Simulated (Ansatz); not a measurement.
1T (CdI2-type) SnSe2 was calculated with r²SCAN (PAW; Ansatz, an electronic-structure program).

Numerical settings: plane-wave cutoff 600 eV, 12×12×6 k mesh (along the axes of the cell as run), finite displacements, scalar-relativistic PAW data made under PBE.

The cell has the measured lattice parameters. Conventional cell: a = 3.8110 Å, b = 3.8110 Å, c = 6.1400 Å, α = 90.00°, β = 90.00°, γ = 120.00°.

```cif
data_Se2Sn
_chemical_formula_sum 'Sn1 Se2'
_space_group_name_H-M_alt 'P-3m1'
_space_group_IT_number 164
_space_group_name_Hall '-P 3 2"'
_cell_length_a 3.81100
_cell_length_b 3.81100
_cell_length_c 6.14000
_cell_angle_alpha 90.000
_cell_angle_beta 90.000
_cell_angle_gamma 120.000
loop_
_atom_site_label
_atom_site_type_symbol
_atom_site_symmetry_multiplicity
_atom_site_Wyckoff_symbol
_atom_site_fract_x
_atom_site_fract_y
_atom_site_fract_z
_atom_site_occupancy
Sn1 Sn 1 a 0.00000 0.00000 0.00000 1
Se1 Se 2 d 0.33333 0.66667 0.25643 1
```

Harmonic phonon frequencies (cm⁻¹; i marks an imaginary mode; at Γ without the LO shift):

```csv
q point,frequencies
Γ,0 0 0 126 126 150 150 193 253
M,63 77 107 132 157 166 180 183 228
A,25 25 42 114 114 157 157 189 262
```

No imaginary mode appears at these points.

Note: the cell isn't this level's own, so it is under some stress, which shifts stiffness and frequencies.
